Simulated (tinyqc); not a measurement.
Inside a calculation. Method: RHF in the sto-6g basis, for OH-, spin multiplicity 1. The basis has no diffuse functions, so it cannot describe the extra electron: this is an exercise in the method, not the real anion. One step of it, computed by the program tinyqc.

Question. Iteration 1: building the Fock matrix. J_ij = sum D_kl (ij|kl), K_ij = sum D_kl (ik|jl); F = H + J - 0.5 K; E = tr D H + tr D J / 2 - 0.25 tr D K + E_nn.

D at the start:
```
            1O 1s      1O 2s    1O 2px    1O 2py     1O 2pz      2H 1s
1O 1s    2.115945  -0.506502  0.000000  0.000000  -0.017390   0.049867
1O 2s   -0.506502   2.210378  0.000000  0.000000   0.097607  -0.208301
1O 2px   0.000000   0.000000  2.000000  0.000000   0.000000   0.000000
1O 2py   0.000000   0.000000  0.000000  2.000000   0.000000   0.000000
1O 2pz  -0.017390   0.097607  0.000000  0.000000   2.095908  -0.235523
2H 1s    0.049867  -0.208301  0.000000  0.000000  -0.235523   0.044123
```

core Hamiltonian H = T + V (hartree):
```
             1O 1s      1O 2s     1O 2px     1O 2py     1O 2pz      2H 1s
1O 1s   -32.331101  -7.139760   0.000000   0.000000  -0.008597  -0.740767
1O 2s    -7.139760  -8.557183   0.000000   0.000000  -0.101712  -1.829847
1O 2px    0.000000   0.000000  -6.849684   0.000000   0.000000   0.000000
1O 2py    0.000000   0.000000   0.000000  -6.849684   0.000000   0.000000
1O 2pz   -0.008597  -0.101712   0.000000   0.000000  -6.904920  -1.445726
2H 1s    -0.740767  -1.829847   0.000000   0.000000  -1.445726  -3.644267
```

Two-electron integrals (ij|kl) in chemists' order, unique and non-zero (hartree):
```
(11|11) 4.787491   (21|11) 0.675884   (21|21) 0.121505   (22|11) 1.117379
(22|21) 0.249212   (22|22) 0.817383   (31|31) 0.025762   (32|31) 0.039145
(32|32) 0.180664   (33|11) 1.117381   (33|21) 0.249212   (33|22) 0.817382
(33|33) 0.880663   (41|41) 0.025762   (42|41) 0.039145   (42|42) 0.180664
(43|43) 0.047461   (44|11) 1.117381   (44|21) 0.249212   (44|22) 0.817382
(44|33) 0.785741   (44|44) 0.880663   (51|51) 0.025762   (52|51) 0.039145
(52|52) 0.180664   (53|53) 0.047461   (54|54) 0.047461   (55|11) 1.117381
(55|21) 0.249212   (55|22) 0.817382   (55|33) 0.785741   (55|44) 0.785741
(55|55) 0.880663   (61|11) 0.073935   (61|21) 0.012757   (61|22) 0.025650
(61|33) 0.025597   (61|44) 0.025597   (61|51) 0.000625   (61|52) 0.001233
(61|55) 0.025757   (61|61) 0.001365   (62|11) 0.206979   (62|21) 0.046943
(62|22) 0.174024   (62|33) 0.171000   (62|44) 0.171000   (62|51) 0.003774
(62|52) 0.029531   (62|55) 0.180072   (62|61) 0.004971   (62|62) 0.049293
(63|31) 0.004840   (63|32) 0.028438   (63|53) 0.005894   (63|63) 0.006407
(64|41) 0.004840   (64|42) 0.028438   (64|54) 0.005894   (64|64) 0.006407
(65|11) 0.162731   (65|21) 0.037382   (65|22) 0.147597   (65|33) 0.141324
(65|44) 0.141324   (65|51) 0.007356   (65|52) 0.051154   (65|55) 0.160142
(65|61) 0.004110   (65|62) 0.050761   (65|65) 0.057931   (66|11) 0.396518
(66|21) 0.091553   (66|22) 0.390115   (66|33) 0.376622   (66|44) 0.376622
(66|51) 0.008070   (66|52) 0.089426   (66|55) 0.417099   (66|61) 0.009743
(66|62) 0.151007   (66|65) 0.176529   (66|66) 0.774999
```

nuclear repulsion = 3.19986220 hartree

Give: Coulomb J; exchange K; Fock matrix F; total energy of this density.

Answer.

Coulomb J (hartree):
```
         1O 1s  1O 2s  1O 2px  1O 2py  1O 2pz  2H 1s
1O 1s   18.589  3.345   0.000   0.000   0.002  0.353
1O 2s    3.345  8.779   0.000   0.000   0.002  1.805
1O 2px   0.000  0.000   8.780   0.000   0.000  0.000
1O 2py   0.000  0.000   0.000   8.780   0.000  0.000
1O 2pz   0.002  0.002   0.000   0.000   8.778  1.503
2H 1s    0.353  1.805   0.000   0.000   1.503  3.896
```

exchange K (hartree):
```
        1O 1s  1O 2s  1O 2px  1O 2py  1O 2pz  2H 1s
1O 1s   9.873  1.587   0.000   0.000   0.001  0.182
1O 2s   1.587  2.833   0.000   0.000   0.005  0.499
1O 2px  0.000  0.000   2.356   0.000   0.000  0.000
1O 2py  0.000  0.000   0.000   2.356   0.000  0.000
1O 2pz  0.001  0.005   0.000   0.000   2.356  0.313
2H 1s   0.182  0.499   0.000   0.000   0.313  0.153
```

Fock matrix F (hartree):
```
          1O 1s   1O 2s  1O 2px  1O 2py  1O 2pz   2H 1s
1O 1s   -18.679  -4.588   0.000   0.000  -0.007  -0.478
1O 2s    -4.588  -1.195   0.000   0.000  -0.103  -0.275
1O 2px    0.000   0.000   0.752   0.000   0.000   0.000
1O 2py    0.000   0.000   0.000   0.752   0.000   0.000
1O 2pz   -0.007  -0.103   0.000   0.000   0.695  -0.099
2H 1s    -0.478  -0.275   0.000   0.000  -0.099   0.175
```

total energy of this density = -73.66324 hartree
